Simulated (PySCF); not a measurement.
# A gas-phase reaction: FH4NSi + H3N → H6N2Si + FH

Aim: the reaction energy of `N[SiH2]F` + `N` → `N[SiH2]N` + `F`.

Computed with PySCF 2.14.0; each step states its level. No surroundings beyond the atoms listed, unless a continuum is named. Atoms count from 0, parts from 1.

## (1) Starting point

Each species was relaxed by itself at PBE0-D3(BJ)/def2-SVPD.

## (2) Energies of the species: wB97M-D3(BJ)/def2-TZVPD

What the job is given:

```
{"job": {"kind": "react", "xc": "wB97M-D3(BJ)", "basis": "def2-TZVPD"}, "charge": 0, "multiplicity": 1}
-1 FH4NSi charge 0 multiplicity 1
N     -0.870770     0.557060    -0.216600
Si     0.497460    -0.344780     0.277600
F      1.624410    -0.566650    -0.900410
H     -0.846600     1.564560    -0.295150
H     -1.603060     0.151160    -0.783240
H      0.056780    -1.710480     0.654560
H      1.197860     0.408300     1.347090

-1 H3N charge 0 multiplicity 1
N      0.000480    -0.000490     0.284480
H     -0.518190    -0.785880    -0.097640
H     -0.417000     0.845220    -0.092820
H      0.944940    -0.057980    -0.085100

+1 H6N2Si charge 0 multiplicity 1
N     -0.833360    -0.096080    -1.217940
Si     0.171770    -0.503100     0.126700
N      0.547210     0.941290     0.997790
H     -1.530320    -0.736910    -1.568890
H     -0.577240     0.607250    -1.896500
H      1.519420    -1.077930    -0.185900
H     -0.623820    -1.543760     0.853470
H      1.436330     1.053340     1.463690
H     -0.164490     1.552360     1.373560

+1 FH charge 0 multiplicity 1
F      0.458970     0.011450     0.030000
H     -0.458970    -0.011450    -0.030000
```

With the program's defaults for keys left out, this is: wB97M-D3(BJ)/def2-TZVPD reaction energy of separated species, gas phase.

The run is started by

```
OMP_NUM_THREADS=1 python cluster_run.py task.json out
```

This one command runs all jobs of the session in turn.

**Question.** The jobs that follow are: PBE0-D3(BJ)/def2-TZVPD reaction energy of separated species, gas phase; MP2/def2-TZVPD reaction energy of separated species, gas phase. Predict: reaction energy (wB97M-D3(BJ)/def2-TZVPD); ΔH, ΔG at 298 K (xTB thermal terms). Thermal terms come from harmonic xTB runs on each species.

The runs gave:

```
                                                quantity                    value
               reaction energy (wB97M-D3(BJ)/def2-TZVPD)           22.16 kcal/mol
                     ΔH, ΔG at 298 K (xTB thermal terms)    +21.0, +21.3 kcal/mol
range of the reaction energy over the runs of this table  21.17 to 22.16 kcal/mol
```

**Reading.** The reaction is endothermic by 21.0 kcal/mol in the gas phase; dispersion gives -0.79, and xTB itself gave 32.31 for the electronic energy (xTB energies and thermal terms come from the earlier relaxation of each species, not shown). No barrier was sought. xTB and this level differ widely in the electronic energy, so what comes from xTB (the thermal terms above all) is less safe here. The reaction energy runs from 21.17 (PBE0-D3(BJ)/def2-TZVPD) to 22.16 kcal/mol (wB97M-D3(BJ)/def2-TZVPD).
